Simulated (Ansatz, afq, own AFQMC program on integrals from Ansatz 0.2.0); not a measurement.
Where AFQMC and coupled cluster stand for Al₂H, quartet

```yaml
atoms:
  - { symbol: Al, position_ang: [0.0000, 0.0000, 0.4106] }
  - { symbol: Al, position_ang: [0.0000, 0.0000, -2.4044] }
  - { symbol: H, position_ang: [0.0000, 0.0000, 1.9938] }
```

Connectivity, by distances: AlH–Al.

Basis 6-31G. Noble-gas cores (and the filled d shells of Ga–Kr and In–Xe) are frozen. AFQMC by an in-house program on the Cholesky factors that Ansatz 0.2.0 writes for its CCSD(T) run. ph-AFQMC/CISD is guided by a CISD state made of CCSD amplitudes; releasing the constraint for a short imaginary time cuts its bias at the price of noise, slowly where states lie close. Error bars are statistical, one sigma.

Determinant: UHF, the one that the program's search chose, which needn't be the lowest solution. The geometry is a point of a scan.

Full CI on the same integrals is exact in this basis and with this determinant's frozen core.

Cautions: lower spins were not checked; the search met a lower determinant of the same kind, perhaps of another symmetry (35 meV lower), and this one is a saddle point; the released energies have errors that jump between times, so the bars are unsure, so no released level is given (meV from the phaseless value at times in 1/Eh: -2 ± 3 at 0.24, -7.3 ± 2.4 at 0.51, 123 ± 133 at 0.99, -13 ± 3 at 1.62, -117 ± 70 at 2.40); the ph-AFQMC/CISD walk drifts between its halves (2.1 errors).

* T1 diagnostic: 0.0284
* weight of the determinant in the CISD state: 0.875
* ⟨S²⟩ of the determinant: 3.798
* size of the correlated space: 7 electrons in 18 orbitals

Reference: full CI, correlation energy -2.266 eV.

```csv
level,E − E(reference) (mEh),share of correlation (%)
HF,83.28,0.00
MP2,29.46,64.62
CCSD,4.36,94.76
CCSD(T),1.77,97.87
CCSDT,0.63,99.24
CCSDT(Q),0.27,99.68
CCSDTQ,0.04,99.95
ph-AFQMC/CISD,1.14 ± 0.12,98.63
```

CCSDT and higher add their correlation energy to the determinant of the CCSD(T) run, since their own runs factorise the integrals more tightly (a shift of under 2 meV). A walk keeps the symmetry of its determinant, which the program's search chose and which needn't be the lowest solution, so a lower state of the same spin and another symmetry isn't excluded.
